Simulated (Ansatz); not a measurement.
**BSiP+ (doublet): from Hartree-Fock to the top rungs, cc-pVDZ**

An exercise on one series of results from a longer session: the logs are not shown, and one member is left open.

Computed with Ansatz 0.2.0, Gaussian basis. Level: cc-pVDZ, core rule «outside noble gas», up to 11 orbitals frozen.

To be run: UHF; CCSD(T) on ROHF; CCSD(T) on UHF; BCCD(T) on ROHF; CISD as a restricted active space (open shells left free, so some higher excitations enter); CCSDT(Q) on ROHF; CCSDT(Q) on UHF; CASSCF and MRCISD+Q, 9 electrons in 11 orbitals; CASSCF and NEVPT2, 9 electrons in 11 orbitals.

24 further runs of the same task are left out: 1 for a known fault of the program, 10 that didn't finish, 13 set aside as unsound or not needed. Runs told in other sessions of the task aren't counted.

### The geometry

The geometry is a PBE0/def2-TZVP stationary point (not a proven minimum) of the parent state, kept for this charge and spin.

3 atoms, charge 1, spin multiplicity 2.

Atoms are counted from 1 here; the program's logs count them from 0.

Bond lengths: B1–Si2 1.861 Å, Si2–P3 2.006 Å. Angles: B1–Si2–P3 180.0°.

As a file:

```xyz
3
charge 1, multiplicity 2
B     0.0000    0.0000    1.9097
Si    0.0000    0.0000    0.0484
P     0.0000    0.0000   -1.9581
```

Set-up of the first run:

Contents of in.yaml:

```yaml
crystal:
  periodic: [false, false, false]
  atoms:
    - {symbol: B, position_ang: [0.000000, 0.000000, 1.909700]}
    - {symbol: Si, position_ang: [0.000000, 0.000000, 0.048400]}
    - {symbol: P, position_ang: [0.000000, 0.000000, -1.958100]}
basis:
  gaussian: {orbitals: cc-pVDZ}
total_charge: 1
magnetization: {spin_polarized: true, initial_magnetization: 1}
hamiltonian: {xc: hf}
output: {orbitals: {seedname: orbitals}}
```

Launch:

```console
> ansatz run in.yaml --threads 1 --pin off --events-out ev --progress --plain --max-ram 2393MiB
```

Among the steps run: UHF; CCSD(T) on ROHF; CCSD(T) on UHF; BCCD(T) on ROHF; CISD as a restricted active space (open shells left free, so some higher excitations enter); CCSDT(Q) on ROHF; CCSDT(Q) on UHF; CASSCF and MRCISD+Q, 9 electrons in 11 orbitals; CASSCF and NEVPT2, 9 electrons in 11 orbitals.

One of the session's tables, all rows but one given; the rest of the session is left out.

```
          method  from RCCSDT(Q) (meV)
            ROHF               +8747.1
             UHF                     ?
            RMP2               +1404.3
            UMP2               +2078.6
            CISD               +2003.0
           RCCSD                +935.0
           UCCSD                +742.3
        RCCSD(T)                +140.5
        UCCSD(T)                +314.6
         BCCD(T)                +249.2
          RCCSDT                +123.3
          UCCSDT                +107.7
       RCCSDT(Q)                     0
       UCCSDT(Q)                  -8.9
  CASSCF valence               +4232.0
  NEVPT2 valence                +899.8
  MRCISD valence                +345.8
MRCISD+Q valence                  -3.0
```

Q: Estimate the row for UHF from the others.

As computed: from RCCSDT(Q) (meV): +6898.2. In the column «from RCCSDT(Q) (meV)» it lies between CASSCF valence (+4232.0) and ROHF (+8747.1).

Caveats from the session: The determinant of HF (⟨S²⟩ 2.35) is far from a pure spin state, so its energy mixes those of several spin states; that is harmless only where they are near-degenerate. The determinant of CCSD(T) (⟨S²⟩ 2.35) is far from a pure spin state, so its energy mixes those of several spin states; high orders of coupled cluster remove much of that, low ones don't. The determinant of CCSDT(Q) (⟨S²⟩ 2.35) is far from a pure spin state, so its energy mixes those of several spin states; high orders of coupled cluster remove much of that, low ones don't. Warnings: spin contamination; large T1 diagnostic. Restricted and unrestricted rows rest on different reference determinants; a gap between their highest levels can come from leftover correlation error, from unlike frozen cores or from another state.
